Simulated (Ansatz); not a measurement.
Basis-set extrapolation for C$_{4}$H$_{7}$NO, SMILES `CC1=NCCO1` (PBE0-D4/def2-TZVP geometry, frozen core, the Gaussian-basis code of Ansatz). Multiplicity 1, RHF reference.

```
                      def2-TZVPP   def2-QZVPP
                 HF  -284.963284  -284.976288
    MP2 correlation    -1.091781    -1.166263
CCSD(T) correlation    -1.175791      not run
```

Energies in hartree. Use E(X) = E(∞) + A·exp(−7.88·√X) for Hartree–Fock and E(X) = E(∞) + B·X^(−2.97) for correlation, with X = 3 and 4, and add CCSD(T) minus MP2 of the smaller set to the MP2 limit.

Problem. What is the CCSD(T) energy at the basis-set limit?

Solution. HF limit: -284.976288 + (-0.013004) × 0.13774 = -284.97808. MP2 limit: -1.166263 + (-0.074482) × 0.74074 = -1.22143. Higher-order term: -1.175791 − (-1.091781) = -0.08401. Total: -286.28352 hartree, 379.2 kJ/mol below CCSD(T)/def2-TZVPP.
